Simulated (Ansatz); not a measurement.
Chalcopyrite CdGeAs2, treated with r²SCAN-D4 (PAW; Ansatz, an electronic-structure program).

Numerical settings: plane-wave cutoff 560 eV, 8×8×8 k mesh, Fermi–Dirac smearing 0.01 eV, scalar-relativistic PAW data made under PBE.

The volume scan:

| V (Å³/atom) | E − E_lowest (meV/atom) | P (GPa) |
|---|---|---|
| 23.969 | 8.55 | 2.848 |
| 24.469 | 2.06 | 1.346 |
| 24.968 | 0.00 | 0.002 |
| 25.467 | 1.89 | -1.195 |
| 25.967 | 7.30 | -2.254 |

Problem. Fit the third-order Birch–Murnaghan equation and give B0 and B′.

Solution. V0 = 24.969 Å³/atom, B0 = 63.3 GPa, B′ = 4.8 (fit to the energies at full precision).

Shape and atoms are relaxed at each volume.

Measured, for comparison: bulk modulus 69.9 GPa (temperature not stated, not corrected to a static lattice; as tabulated in Toher et al. (2017), arXiv:1611.05714). Computed (rounded) less measured: bulk modulus -9 %.

Note: the bulk modulus comes from volumes at which shape and atoms were relaxed.
